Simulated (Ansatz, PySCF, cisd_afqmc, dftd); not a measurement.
System: BF2, charge 0, doublet. BF2 (SMILES F[B]F, doublet).
B3LYP-D3(BJ)/def2-TZVP minimum from Ansatz (a program for electronic structure):
```
B
F 1 1.3102
F 1 1.3102 2 121.32
```
Charge 0, spin multiplicity 2.

Wanted: enthalpy of formation at 298 K (by atomisation, with ideal-gas terms from PySCF's Hessian at B3LYP-D3(BJ)/def2-TZVP and the atoms' measured values of the G2/97 table; no spin-orbit terms), in kJ/mol. Open shells are spin-unrestricted; no spin-orbit coupling. Correlated methods leave the cores frozen. Rows without X2C or -DK are non-relativistic. AFQMC/CISD: phaseless, guided by CISD from CCSD amplitudes; bars are statistical, one sigma. Outlying blocks are dropped, and bars are widened where a walk drifts. Over all cases where full CI ran beside it in this data, AFQMC minus full CI had a median of +0.1 mEh and passed +0.4 mEh in a tenth of the cases. CBS(X,Y): correlation extrapolated as X^-3, Hartree-Fock from the larger set (Q,5: extrapolated as (X+1)exp(-9√X)). A bracket is a step between two methods taken in the basis named. The functionals are non-relativistic, so their misses hold any scalar relativity. Double hybrids freeze cores in their MP2 part. '+ core + X2C': CCSD(T) terms for core correlation (cc-pwCVTZ) and scalar relativity (cc-pVTZ-DK). Where a partner has so few electrons that a lower coupled-cluster level is exact, that level stands in.

```json
[
 {"level": "r2SCAN/def2-TZVPD", "program": "Ansatz", "enthalpy of formation at 298 K (kJ/mol)": "-526.8", "difference against the last row": "-29.4"},
 {"level": "PBE0-D4/def2-TZVPD", "program": "Ansatz + dftd4", "enthalpy of formation at 298 K (kJ/mol)": "-503.8", "difference against the last row": "-6.4"},
 {"level": "r2SCANh-D4/def2-TZVPD", "program": "Ansatz + dftd4", "enthalpy of formation at 298 K (kJ/mol)": "-509.5", "difference against the last row": "-12.1"},
 {"level": "CAM-B3LYP-D4/def2-TZVPD", "program": "Ansatz + dftd4", "enthalpy of formation at 298 K (kJ/mol)": "-513.2", "difference against the last row": "-15.8"},
 {"level": "CAM-B3LYP/def2-TZVPD", "program": "Ansatz", "enthalpy of formation at 298 K (kJ/mol)": "-511.4", "difference against the last row": "-14.0"},
 {"level": "B2PLYP/def2-TZVPD", "program": "Ansatz", "enthalpy of formation at 298 K (kJ/mol)": "-496.4", "difference against the last row": "1.0"},
 {"level": "CCSD(T)/CBS(cc-pVQZ,cc-pV5Z)", "program": "Ansatz", "enthalpy of formation at 298 K (kJ/mol)": "-492.2", "difference against the last row": "5.2"},
 {"level": "AFQMC/CISD/cc-pVDZ", "program": "cisd_afqmc", "enthalpy of formation at 298 K (kJ/mol)": "-367.3 ± 1.1", "difference against the last row": "130.1"},
 {"level": "CCSD(T)/CBS(cc-pVQZ,cc-pV5Z) + [CCSDT(Q) - CCSD(T)]/cc-pVDZ + core + X2C", "program": "Ansatz", "enthalpy of formation at 298 K (kJ/mol)": "-497.4", "difference against the last row": "0.0"}
]
```
